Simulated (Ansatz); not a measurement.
# COS, singlet: CASSCF and its corrections

Computed with Ansatz's Gaussian-basis code (development build). Basis cc-pVDZ, nonrelativistic, 7 orbitals frozen in the corrections. State-specific CASSCF; RHF is the lowest restricted (open-shell) Hartree–Fock solution met. No symmetry is imposed, so a solution can break that of the shape. The lowest solution met needn't be the lowest there is, nor hold the orbitals that a chemist would pick.

Geometry:

```xyz
3

O     0.0000    0.0000   -1.8167
C     0.0000    0.0000   -0.5677
S     0.0000    0.0000    1.1212
```

(1) What do CASSCF and its corrections give against RHF in CAS(8,6), and what are the occupations?

Results:

(1) CASSCF -2.307 eV, SC-NEVPT2 -11.960 eV; occupations 1.98, 1.98, 1.94, 1.94, 0.07, 0.07.
